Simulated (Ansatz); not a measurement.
Molecule: S2 (charge 0, triplet). 
Geometry from a B3LYP-D3(BJ)/def2-TZVP (Ansatz, a first-principles code) optimisation:
SMILES: S=S
```xyz
2

S      0.0000     0.0000    -0.9518
S      0.0000     0.0000     0.9518
```
Charge 0, spin multiplicity 3.

Computed values are from Ansatz. Correlated levels leave the core frozen unless marked. UHF or UKS for open shells. Spin-orbit coupling is left out. No relativistic terms. CBS(X,Y): correlation extrapolated as X^-3; Hartree-Fock from the larger set (for Q and 5 zeta extrapolated as (X+1)exp(-9√X)).

The atomisation energy De is 103.3 kcal/mol at CCSD(T)/CBS(cc-pV(Q+d)Z,cc-pV(5+d)Z). The vertical electron affinity (to the doublet; negative means unbound) comes out as 1.57 eV at CCSD(T)/CBS(aug-cc-pV(T+d)Z,aug-cc-pV(Q+d)Z), the total energy is -795.5155 Eh at CCSD(T)/CBS(cc-pV(Q+d)Z,cc-pV(5+d)Z) and the dipole moment is 0.00 D at CCSD(T)/aug-cc-pV(D+d)Z. The T1 diagnostic is 0.019 at CCSD/cc-pV(5+d)Z and the measured enthalpy of formation, 298 K comes out as 30.7 kcal/mol (G2/97 table in ASE (Curtiss et al.); older table, unchecked). The measured ionisation energy, adiabatic is 9.36 eV (CCCBDB table in ASE; older table, unchecked).
